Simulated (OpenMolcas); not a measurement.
BHCl2 (SMILES ClBCl): the vertical energy of the triplet above the singlet, rung by rung

BHCl2: 4 atoms, total charge 0, spin state singlet. As SMILES, `ClBCl`. The shape is that of a GFN2-xTB optimisation.

Each level gives the vertical energy of the triplet above the singlet (eV). The values are calculated.

| level | kind | program | value (eV) | less FCI/STO-3G | CPU time (all runs) |
| --- | --- | --- | --- | --- | --- |
| SVWN5/STO-3G | LDA | OpenMolcas | 5.87 | -1.02 | 11 s |
| r2SCAN/STO-3G | meta-GGA | OpenMolcas | 5.88 | -1.01 | 15 s |
| B3LYP/STO-3G | global hybrid | OpenMolcas | 6.08 | -0.81 | 11 s |
| M06-2X/STO-3G | hybrid meta-GGA | OpenMolcas | 6.51 | -0.38 | 14 s |
| CASPT2(2,2)/STO-3G | multireference | OpenMolcas | 7.17 | +0.28 | 3.5 s |
| CASSCF(2,2)/STO-3G | multireference | OpenMolcas | 7.10 | +0.21 | 4.4 s |
| MRCI(2,2)/STO-3G | multireference | OpenMolcas | 7.02 | +0.13 | 3.9 s |
| FCI/STO-3G, open shells restricted | exact in the basis | OpenMolcas | 6.89 | 0.00 | 3.3 min |

FCI/STO-3G, open shells restricted is exact within its basis and frozen core, so for wave-function methods in that basis the difference is their error; functionals converge differently with the basis, so for them it is only a difference. The values span 5.87 to 7.17 eV. A triplet this far above the singlet is often a Rydberg-like or dissociative state; sets without diffuse functions put Rydberg states too high. All rows use very small basis sets, so even the best lies far from the true value. Times are those of the runs behind each value, whatever else they computed, on shared processors of several kinds: orders of magnitude only.
